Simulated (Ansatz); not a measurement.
HAlC, triplet: the ladder up to full CI

Geometry: a point of a stretch scan, not a stationary point.

```yaml
atoms:
  - { symbol: Al, position_ang: [0.0000, 0.0000, 0.1677] }
  - { symbol: C, position_ang: [0.0000, 0.0000, -1.9363] }
  - { symbol: H, position_ang: [0.0000, 0.0000, 1.7686] }
```

Basis cc-pVDZ; Ansatz 0.2.0. Only valence electrons are correlated (noble-gas cores frozen), which leaves 8 electrons in 31 orbitals. Prefix R: restricted or restricted open-shell reference; prefix U: unrestricted. Active spaces: valence = (8e, 9o) chosen from the atoms' valence shells; pair = (4e, 4o) about the gap.

Full CI is exact within this basis and frozen core; it isn't the basis-set limit. The frozen core follows each run's orbitals, which can shift R against U totals by a few meV.

Unrestricted rows (U) aren't spin-pure: their determinants' ⟨S²⟩ exceeds S(S+1) by up to 0.25, so they mix in states of higher spin. For open shells CISD and CISDTQ are restricted-active-space CI with the open shells as a complete middle space.

The UHF ⟨S²⟩ is 2.252 and the T1 diagnostic (RCCSD) is 0.0481. The largest doubles amplitude (RCCSD) is 0.112 and the T1 diagnostic (UCCSD) is 0.0773.

```tsv
level	E − E(RHF) (eV)
UHF	-0.1697
RMP2	-4.0078
UMP2	-3.7994
RCCSD	-4.9069
UCCSD	-4.9135
RCCSD(T)	-5.1478
UCCSD(T)	-5.1412
```

Q: Estimate how far full CI in cc-pVDZ lies from RCCSD(T). The table doesn't fix it; the size of (T) and the diagnostics are the guide.

A: Full CI in cc-pVDZ lies 88 meV below RCCSD(T), which is 36 % of the (T) step (-241 meV). T1 is raised, and the rest is a large part of (T). The miss exceeds 1 kcal/mol.

The other levels:

```
                     level  E − E(full CI) (meV)  share of correlation (%)    wall time
                      CISD                   636                     87.85        1.1 s
                   BCCD(T)                    98                     98.12        2.3 s
                    RCCSDT                    25                     99.52            –
                    UCCSDT                    21                     99.60            –
                    CISDTQ                    27                     99.48  21 s (H100)
                 RCCSDT(Q)                     1                     99.98        8.5 s
                 UCCSDT(Q)                    -7                    100.14         13 s
                   RCCSDTQ                     1                     99.98  22 s (H100)
                   UCCSDTQ                     0                     99.99  27 s (H100)
       CASSCF (pair space)                  4618                     11.79            –
       NEVPT2 (pair space)                  1157                     77.90       0.79 s
       MRCISD (pair space)                   523                     90.01            –
     MRCISD+Q (pair space)                    62                     98.82        1.1 s
    CASSCF (valence space)                  2817                     46.20            –
    NEVPT2 (valence space)                   679                     87.03        2.9 s
NEVPT4(SD) (valence space)                    81                     98.45        4.5 s
    MRCISD (valence space)                   155                     97.03            –
  MRCISD+Q (valence space)                     6                     99.88        4.3 s
```

The correlation energy at full CI, counted from RHF, is -5.235 eV. That run took 52 s on 2 threads of AMD EPYC 7R13 with a shared H100 80 GB, shared host over 247,510,956 determinants.

Times hold each run's SCF and search for its determinant on a shared host, so for small cases they say little of a method's own cost; rows without a card ran on 1 thread of AMD EPYC 7R13.

More than 5 meV below full CI, which no variational method can be: UCCSDT(Q).

The full-CI state has the irrep A2 of C2v, in the program's axes (one component, if the state is degenerate).

Natural occupations of full CI about the gap: 1.950 1.942 1.852 0.965 0.965 0.118 0.053 0.053 0.020 0.010; effectively unpaired electrons, Σ n²(2−n)², 2.17.
